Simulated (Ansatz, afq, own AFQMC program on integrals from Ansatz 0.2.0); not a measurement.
AFQMC on a folder of integrals that Ansatz 0.2.0 wrote.

```yaml
crystal:
  periodic: [false, false, false]
  atoms:
    - {symbol: Mn, position_ang: [0.000000, 0.000000, 0.000000]}
basis:
  gaussian: {orbitals: def2-TZVPP}
magnetization: {spin_polarized: true, initial_magnetization: 7}
correlation: {method: ccsd_t, electrons: outside_noble_gas, hamiltonian_folder: ham}
```

```sh
$ ansatz run in.yaml --threads 1 --pin off --events-out ev --progress --plain --max-ram 16896MiB --backend cuda --devices 0, --max-vram 18GiB
```

Options of the walk:

```
--method free --trial cisd --walkers 3800 --time-step 0.03 --max-blocks 4000 --target-error 0.00032 --factor-cut 1e-05 --seed 1164 --times 0,0.3,0.6,1.2,1.8,2.4,3.6,4.8,6 --taylor-order 8
```

Times are imaginary, in 1/Eh. The walk had a cap of 123 s.

afq prints:

```
orbitals 55  electrons 7 0  factors 432 of 455
reference energy -1149.80163815 Eh
CCSD correlation -0.09654520 Eh in 8 cycles, weight of the determinant in the CISD state 0.9724
repeat  energy at the last time / Eh  error
    10  -1149.899854  0.000034
    20  -1149.899922  0.000091
    30  -1149.899900  0.000063
time / (1/Eh)  energy / Eh  error  mean overlap
  0.00  -1149.898177  0.000003  1.0284
  0.30  -1149.899434  0.000009  1.0240
  0.60  -1149.899653  0.000010  1.0218
  1.20  -1149.899767  0.000011  1.0174
  1.80  -1149.899805  0.000014  1.0123
  2.40  -1149.899820  0.000015  1.0085
  3.60  -1149.899821  0.000017  1.0005
  4.80  -1149.899875  0.000025  0.9836
  6.00  -1149.899897  0.000061  0.9749
energy -1149.899897 +/- 0.000061 Eh
```

The run passed its tests (error under three times the target), which doesn't prove that it has relaxed.

Against this walk (error 1.7 meV) on the same determinant: CCSD(T) 5.4 meV higher, CCSDT(Q) 1.5 meV higher (within the noise). The error is statistical, and a free projection of finite length keeps a remainder of its start.

Cautions: remainder of the start not in the error; no relativity below Rb; outer-core shells of the metal frozen; another spin lies lower (by 2.24 eV).

The walk took 100 s on 1 × NVIDIA H100 80GB HBM3 with 2 threads of AMD EPYC 7R13 Processor (Zen 3) (shared host) (the card was shared). The log's last line is the free-projection energy.

CCSDT and higher add their correlation energy to the determinant of the CCSD(T) run, since their own runs factorise the integrals more tightly (a shift of under 2 meV). A walk keeps the symmetry of its determinant, which the program's search chose and which needn't be the lowest solution, so a lower state of the same spin and another symmetry isn't excluded.
